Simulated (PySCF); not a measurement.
Silicon: highly charged ions in a basis for the neutral atom

Si¹²⁺ 1s2, Si¹³⁺ 1s1. All numbers are calculated (PySCF 2.14, scalar relativity by spin-free X2C-1e, in cc-pVDZ-DK). No spin-orbit coupling, so a gap to NIST mixes the basis error with missing relativistic terms.

Changed run: basis of the neutral atom used for a highly charged ion. This setting is unsound on purpose.

| species | method | sound run (hartree) | changed run (hartree) | converged |
| --- | --- | --- | --- | --- |
| Si¹²⁺ | UHF | not run | -187.81309 | yes |
| Si¹²⁺ | BP86 | not run | -187.86465 | yes |
| Si¹²⁺ | LDA | not run | -186.83054 | yes |
| Si¹³⁺ | UHF | not run | -98.18333 | yes |
| Si¹³⁺ | BP86 | not run | -98.16513 | yes |
| Si¹³⁺ | LDA | not run | -97.63037 | yes |

Ionisation energy of Si¹²⁺:

```
method  changed run (eV)  NIST (eV)
   UHF            2438.9     2437.7
  BP86            2440.8     2437.7
   LDA            2427.3     2437.7
```

The contracted functions were made for the neutral atom and can be too rigid for a highly charged ion.
